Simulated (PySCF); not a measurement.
Molecule: `C/C=C\[C@H](C)F`, C5H9F.

Molfile (atoms numbered from 1):
```
C5H9F
     RDKit          3D

 15 14  0  0  0  0  0  0  0  0999 V2000
    2.0525    0.1785   -0.5317 C   0  0  0  0  0  0  0  0  0  0  0  0
    1.3210   -0.5009    0.5789 C   0  0  0  0  0  0  0  0  0  0  0  0
    0.0097   -0.7472    0.6694 C   0  0  0  0  0  0  0  0  0  0  0  0
   -1.0485   -0.3770   -0.3208 C   0  0  2  0  0  0  0  0  0  0  0  0
   -1.8934    0.7948    0.1341 C   0  0  0  0  0  0  0  0  0  0  0  0
   -1.8831   -1.4719   -0.4933 F   0  0  0  0  0  0  0  0  0  0  0  0
    1.4013    0.4578   -1.3712 H   0  0  0  0  0  0  0  0  0  0  0  0
    2.5435    1.0977   -0.1708 H   0  0  0  0  0  0  0  0  0  0  0  0
    2.8550   -0.4687   -0.9220 H   0  0  0  0  0  0  0  0  0  0  0  0
    1.9461   -0.8266    1.4190 H   0  0  0  0  0  0  0  0  0  0  0  0
   -0.3763   -1.2512    1.5632 H   0  0  0  0  0  0  0  0  0  0  0  0
   -0.6032   -0.1563   -1.3057 H   0  0  0  0  0  0  0  0  0  0  0  0
   -2.3445    0.5836    1.1153 H   0  0  0  0  0  0  0  0  0  0  0  0
   -1.2778    1.7018    0.2228 H   0  0  0  0  0  0  0  0  0  0  0  0
   -2.7024    0.9841   -0.5871 H   0  0  0  0  0  0  0  0  0  0  0  0
  1  2  1  0
  2  3  2  0
  3  4  1  0
  4  5  1  0
  4  6  1  0
  1  7  1  0
  1  8  1  0
  1  9  1  0
  2 10  1  0
  3 11  1  0
  4 12  1  6
  5 13  1  0
  5 14  1  0
  5 15  1  0
M  END
```

Geometry PBE0-D3(BJ)/def2-SVP throughout; GIAO in PySCF, gas phase, one conformer, non-relativistic; equivalent atoms averaged; functional PBE0.

Task: How do the shifts δ (against TMS, CFCl3 at the same level) depend on the basis set? (a selection of nuclei; ppm; last column core-seconds on shared hosts with different chips, so compare them loosely)

Result: 
| basis set | functions | C2 | C3 | C4 | C1 | C5 | F6 | H10 | H7/H8/H9 | H13/H14/H15 | core-s |
| --- | --- | --- | --- | --- | --- | --- | --- | --- | --- | --- | --- |
| STO-3G | 39 | 109.1 | 109.1 | 62.0 | 19.7 | 19.6 | -123.8 | 5.34 | 1.31 | 0.88 | 4 |
| 6-31G | 72 | 123.7 | 130.3 | 80.7 | 15.3 | 23.8 | -208.3 | 5.84 | 1.75 | 1.40 | 8.1 |
| pcSseg-0 | 72 | 138.0 | 145.4 | 87.5 | 17.4 | 26.9 | -221.3 | 5.57 | 1.82 | 1.54 | 5.7 |
| 6-31G* | 102 | 121.4 | 128.0 | 79.8 | 14.8 | 22.9 | -191.3 | 5.57 | 1.58 | 1.20 | 11 |
| def2-SVP | 129 | 125.8 | 132.7 | 80.9 | 13.9 | 22.5 | -179.2 | 5.43 | 1.55 | 1.10 | 16 |
| cc-pVDZ | 129 | 127.3 | 133.8 | 82.1 | 15.5 | 23.7 | -184.8 | 5.56 | 1.63 | 1.15 | 10 |
| pcSseg-1 | 147 | 133.5 | 140.5 | 84.6 | 15.7 | 24.0 | -198.2 | 5.61 | 1.71 | 1.26 | 17 |
| 6-311+G(2d,p) | 216 | 131.8 | 138.4 | 84.0 | 14.6 | 22.6 | -197.0 | 5.75 | 1.69 | 1.20 | 37 |
| aug-cc-pVDZ | 219 | 127.3 | 133.4 | 81.9 | 14.6 | 22.3 | -183.2 | 5.89 | 1.77 | 1.27 | 24 |
| def2-TZVP | 240 | 133.2 | 139.8 | 86.2 | 15.4 | 23.3 | -194.2 | 5.76 | 1.69 | 1.19 | 41 |
| IGLO-III | 300 | 136.6 | 143.2 | 87.0 | 15.4 | 23.6 | -195.5 | 5.79 | 1.72 | 1.21 | 38 |
| cc-pVTZ | 306 | 132.4 | 138.6 | 84.7 | 15.2 | 23.0 | -190.9 | 5.76 | 1.70 | 1.20 | 38 |

Task: Which nucleus among those listed moves most, in ppm?

Result: F6 (fluorine on an sp3 carbon): from -221.3 ppm with pcSseg-0 to -123.8 ppm with STO-3G. The smallest spread is 0.52 ppm, at H7/H8/H9. Proton shifts span only some 12 ppm, so a few tenths of a ppm matter as much there as several ppm in carbon.

Task: Taking the largest basis, cc-pVTZ (306 functions), as the yardstick, rank the others by their worst heavy-atom deviation.

Result: def2-TZVP 3.3 ppm (240 functions), IGLO-III 4.7 ppm (300 functions), cc-pVDZ 6.1 ppm (129 functions), 6-311+G(2d,p) 6.1 ppm (216 functions), pcSseg-1 7.3 ppm (147 functions), aug-cc-pVDZ 7.6 ppm (219 functions), 6-31G* 11.0 ppm (102 functions), def2-SVP 11.7 ppm (129 functions), 6-31G 17.4 ppm (72 functions), pcSseg-0 30.4 ppm (72 functions), STO-3G 67.1 ppm (39 functions).

A small basis that lands close on one nucleus may do so by chance; judge by the trend and by all nuclei.
